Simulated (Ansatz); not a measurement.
Potential energy curve for LiH, singlet.

Level of theory: full CI/aug-cc-pVDZ, frozen core in Ansatz (an electronic-structure program).

Problem. Relative to R = 1.65 Å, what are the energies at R = 1.20, 1.45, 3.20, 3.88 Å?

Solution. 21.2 kcal/mol at 1.20 Å, 2.5 kcal/mol at 1.45 Å, 40.2 kcal/mol at 3.20 Å, 49.7 kcal/mol at 3.88 Å.
